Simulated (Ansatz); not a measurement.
Molecular dynamics of ClH₅Si₂

The input (input.yaml):

```yaml
crystal:
  periodic: [false, false, false]
  atoms:
    - { symbol: Si, position_ang: [0.022354, -0.001055, -0.065547] }
    - { symbol: Si, position_ang: [-0.000774, 0.006838, 2.297267] }
    - { symbol: H, position_ang: [-1.38999, -0.174368, 2.779122] }
    - { symbol: H, position_ang: [0.84398, -1.101722, 2.806566] }
    - { symbol: H, position_ang: [0.532701, 1.297081, 2.792902] }
    - { symbol: H, position_ang: [1.382786, 0.20814, -0.602427] }
    - { symbol: Cl, position_ang: [-1.180936, 1.570077, -0.731012] }
    - { symbol: H, position_ang: [-0.52422, -1.258292, -0.61637] }
basis:
  gaussian: { orbitals: def2-SVP }
hamiltonian:
  xc: hf
md:
  timestep: 0.5
  n_steps: 166
  ensemble: nvt_langevin
  temperature: 50.0
  initial_velocities: maxwell_boltzmann
  seed: 923567
  friction: 0.01
```

Run as:

```bash
$ ansatz run input.yaml --threads 1 --pin off --max-ram 2048MiB --backend cpu --events-out ev --progress --plain --runs-dir out
```

It starts from a relaxed structure.

Output, in part (one step line in 3, the closing report, with atoms numbered from 0):

```
md step     0: t =     0.00 fs  T =    43.8 K  F+E_penalty+E_count = -28299.48015677 eV  E_kin = 0.045241 eV  (25 SCF iters)
md step     3: t =     1.50 fs  T =    43.4 K  F+E_penalty+E_count = -28299.47803546 eV  E_kin = 0.044915 eV  (19 SCF iters)
md step     6: t =     3.00 fs  T =    43.5 K  F+E_penalty+E_count = -28299.47389257 eV  E_kin = 0.044947 eV  (17 SCF iters)
md step     9: t =     4.50 fs  T =    41.1 K  F+E_penalty+E_count = -28299.47058595 eV  E_kin = 0.042469 eV  (19 SCF iters)
md step    12: t =     6.00 fs  T =    32.3 K  F+E_penalty+E_count = -28299.46818423 eV  E_kin = 0.033397 eV  (16 SCF iters)
md step    15: t =     7.50 fs  T =    30.9 K  F+E_penalty+E_count = -28299.46597093 eV  E_kin = 0.031951 eV  (18 SCF iters)
md step    18: t =     9.00 fs  T =    30.2 K  F+E_penalty+E_count = -28299.46176902 eV  E_kin = 0.031209 eV  (19 SCF iters)
md step    21: t =    10.50 fs  T =    22.8 K  F+E_penalty+E_count = -28299.45708934 eV  E_kin = 0.023604 eV  (17 SCF iters)
md step    24: t =    12.00 fs  T =    24.5 K  F+E_penalty+E_count = -28299.45786518 eV  E_kin = 0.025337 eV  (17 SCF iters)
md step    27: t =    13.50 fs  T =    32.6 K  F+E_penalty+E_count = -28299.46179486 eV  E_kin = 0.033676 eV  (16 SCF iters)
md step    30: t =    15.00 fs  T =    37.8 K  F+E_penalty+E_count = -28299.46339252 eV  E_kin = 0.039135 eV  (16 SCF iters)
md step    33: t =    16.50 fs  T =    36.3 K  F+E_penalty+E_count = -28299.46135766 eV  E_kin = 0.037575 eV  (16 SCF iters)
md step    36: t =    18.00 fs  T =    36.5 K  F+E_penalty+E_count = -28299.46001407 eV  E_kin = 0.037764 eV  (17 SCF iters)
md step    39: t =    19.50 fs  T =    38.8 K  F+E_penalty+E_count = -28299.46209320 eV  E_kin = 0.040159 eV  (17 SCF iters)
md step    42: t =    21.00 fs  T =    47.0 K  F+E_penalty+E_count = -28299.46442434 eV  E_kin = 0.048599 eV  (22 SCF iters)
md step    45: t =    22.50 fs  T =    47.1 K  F+E_penalty+E_count = -28299.46153636 eV  E_kin = 0.048715 eV  (22 SCF iters)
md step    48: t =    24.00 fs  T =    42.4 K  F+E_penalty+E_count = -28299.45583061 eV  E_kin = 0.043885 eV  (17 SCF iters)
md step    51: t =    25.50 fs  T =    37.8 K  F+E_penalty+E_count = -28299.45403311 eV  E_kin = 0.039119 eV  (17 SCF iters)
md step    54: t =    27.00 fs  T =    42.4 K  F+E_penalty+E_count = -28299.45821406 eV  E_kin = 0.043801 eV  (22 SCF iters)
md step    57: t =    28.50 fs  T =    45.7 K  F+E_penalty+E_count = -28299.46003951 eV  E_kin = 0.047287 eV  (26 SCF iters)
md step    60: t =    30.00 fs  T =    42.6 K  F+E_penalty+E_count = -28299.45595907 eV  E_kin = 0.044047 eV  (22 SCF iters)
md step    63: t =    31.50 fs  T =    35.4 K  F+E_penalty+E_count = -28299.45086512 eV  E_kin = 0.036566 eV  (16 SCF iters)
md step    66: t =    33.00 fs  T =    32.9 K  F+E_penalty+E_count = -28299.45127726 eV  E_kin = 0.034057 eV  (17 SCF iters)
md step    69: t =    34.50 fs  T =    36.6 K  F+E_penalty+E_count = -28299.45735038 eV  E_kin = 0.037873 eV  (22 SCF iters)
md step    72: t =    36.00 fs  T =    38.1 K  F+E_penalty+E_count = -28299.46169553 eV  E_kin = 0.039412 eV  (22 SCF iters)
md step    75: t =    37.50 fs  T =    37.9 K  F+E_penalty+E_count = -28299.45993130 eV  E_kin = 0.039229 eV  (22 SCF iters)
md step    78: t =    39.00 fs  T =    37.1 K  F+E_penalty+E_count = -28299.45690891 eV  E_kin = 0.038412 eV  (18 SCF iters)
md step    81: t =    40.50 fs  T =    32.9 K  F+E_penalty+E_count = -28299.45791069 eV  E_kin = 0.034065 eV  (19 SCF iters)
md step    84: t =    42.00 fs  T =    36.5 K  F+E_penalty+E_count = -28299.46088660 eV  E_kin = 0.037762 eV  (26 SCF iters)
md step    87: t =    43.50 fs  T =    39.3 K  F+E_penalty+E_count = -28299.46116347 eV  E_kin = 0.040592 eV  (22 SCF iters)
md step    90: t =    45.00 fs  T =    31.0 K  F+E_penalty+E_count = -28299.45589141 eV  E_kin = 0.032043 eV  (16 SCF iters)
md step    93: t =    46.50 fs  T =    30.0 K  F+E_penalty+E_count = -28299.45290957 eV  E_kin = 0.031023 eV  (17 SCF iters)
md step    96: t =    48.00 fs  T =    32.8 K  F+E_penalty+E_count = -28299.45726435 eV  E_kin = 0.033900 eV  (19 SCF iters)
md step    99: t =    49.50 fs  T =    41.0 K  F+E_penalty+E_count = -28299.46384549 eV  E_kin = 0.042417 eV  (22 SCF iters)
md step   102: t =    51.00 fs  T =    42.9 K  F+E_penalty+E_count = -28299.46439494 eV  E_kin = 0.044331 eV  (22 SCF iters)
md step   105: t =    52.50 fs  T =    40.0 K  F+E_penalty+E_count = -28299.45868329 eV  E_kin = 0.041327 eV  (22 SCF iters)
md step   108: t =    54.00 fs  T =    40.9 K  F+E_penalty+E_count = -28299.45732593 eV  E_kin = 0.042294 eV  (22 SCF iters)
md step   111: t =    55.50 fs  T =    47.1 K  F+E_penalty+E_count = -28299.46406837 eV  E_kin = 0.048659 eV  (22 SCF iters)
md step   114: t =    57.00 fs  T =    50.3 K  F+E_penalty+E_count = -28299.46556415 eV  E_kin = 0.052055 eV  (22 SCF iters)
md step   117: t =    58.50 fs  T =    45.1 K  F+E_penalty+E_count = -28299.45644941 eV  E_kin = 0.046612 eV  (22 SCF iters)
md step   120: t =    60.00 fs  T =    31.9 K  F+E_penalty+E_count = -28299.44466980 eV  E_kin = 0.032973 eV  (19 SCF iters)
md step   123: t =    61.50 fs  T =    29.4 K  F+E_penalty+E_count = -28299.44053161 eV  E_kin = 0.030452 eV  (21 SCF iters)
md step   126: t =    63.00 fs  T =    29.5 K  F+E_penalty+E_count = -28299.44257631 eV  E_kin = 0.030531 eV  (21 SCF iters)
md step   129: t =    64.50 fs  T =    31.7 K  F+E_penalty+E_count = -28299.44271635 eV  E_kin = 0.032799 eV  (21 SCF iters)
md step   132: t =    66.00 fs  T =    26.6 K  F+E_penalty+E_count = -28299.43780255 eV  E_kin = 0.027487 eV  (20 SCF iters)
md step   135: t =    67.50 fs  T =    22.3 K  F+E_penalty+E_count = -28299.43496071 eV  E_kin = 0.023055 eV  (16 SCF iters)
md step   138: t =    69.00 fs  T =    30.9 K  F+E_penalty+E_count = -28299.44136662 eV  E_kin = 0.031938 eV  (21 SCF iters)
md step   141: t =    70.50 fs  T =    43.0 K  F+E_penalty+E_count = -28299.45012658 eV  E_kin = 0.044452 eV  (21 SCF iters)
md step   144: t =    72.00 fs  T =    42.2 K  F+E_penalty+E_count = -28299.44879538 eV  E_kin = 0.043654 eV  (21 SCF iters)
md step   147: t =    73.50 fs  T =    40.8 K  F+E_penalty+E_count = -28299.44321909 eV  E_kin = 0.042158 eV  (21 SCF iters)
md step   150: t =    75.00 fs  T =    41.0 K  F+E_penalty+E_count = -28299.44645099 eV  E_kin = 0.042379 eV  (20 SCF iters)
md step   153: t =    76.50 fs  T =    50.4 K  F+E_penalty+E_count = -28299.45343177 eV  E_kin = 0.052167 eV  (21 SCF iters)
md step   156: t =    78.00 fs  T =    43.2 K  F+E_penalty+E_count = -28299.45468785 eV  E_kin = 0.044629 eV  (21 SCF iters)
md step   159: t =    79.50 fs  T =    39.5 K  F+E_penalty+E_count = -28299.44678565 eV  E_kin = 0.040884 eV  (21 SCF iters)
md step   162: t =    81.00 fs  T =    34.7 K  F+E_penalty+E_count = -28299.44123795 eV  E_kin = 0.035867 eV  (19 SCF iters)
md step   165: t =    82.50 fs  T =    38.3 K  F+E_penalty+E_count = -28299.44529911 eV  E_kin = 0.039637 eV  (21 SCF iters)
md step   166: t =    83.00 fs  T =    43.3 K  F+E_penalty+E_count = -28299.44873712 eV  E_kin = 0.044768 eV  (26 SCF iters)
Total energy: -28299.44873712 eV, -1039.9855590340 hartree
Atom 0 at    -0.107224    -0.131711    -0.047068 Å, force     0.665756     0.630923    -0.089583 eV/Å
Atom 1 at    -0.001329     0.086605     2.304736 Å, force     0.399899    -0.096764    -0.013140 eV/Å
Atom 2 at    -1.355436    -0.062105     2.861558 Å, force    -0.183344     0.099614     0.090619 eV/Å
Atom 3 at     0.844820    -1.012184     2.834698 Å, force    -0.000789    -0.015220     0.032695 eV/Å
Atom 4 at     0.620353     1.383178     2.702904 Å, force    -0.186844    -0.143970    -0.115717 eV/Å
Atom 5 at     1.242784    -0.113008    -0.698097 Å, force    -0.324627    -0.191459     0.258291 eV/Å
Atom 6 at    -1.074785     1.563927    -0.774080 Å, force    -0.189511     0.127355    -0.057930 eV/Å
Atom 7 at    -0.864765    -1.298526    -0.471691 Å, force    -0.180541    -0.410478    -0.105236 eV/Å
Dipole moment:     0.144485    -0.288803     0.179432 e Å
```

The run went to its last step. The mean temperature of the second half is 25 % below the set value. A run of 0.083 ps of so small a system gives no equilibrium averages.

The same pairs are bonded in the first frame and the last. Pairs count as bonded within 1.25 times the sum of covalent radii (0.12 Å more for H–H).

Last frame:

```xyz
8
Properties=species:S:1:pos:R:3
Si -0.107 -0.132 -0.047
Si -0.001 0.087 2.305
H -1.355 -0.062 2.862
H 0.845 -1.012 2.835
H 0.620 1.383 2.703
H 1.243 -0.113 -0.698
Cl -1.075 1.564 -0.774
H -0.865 -1.298 -0.472
```

Time of the run: 2.1 min on 1 thread of Arm Neoverse V2, with other jobs on the host, peak memory 0.14 GiB.
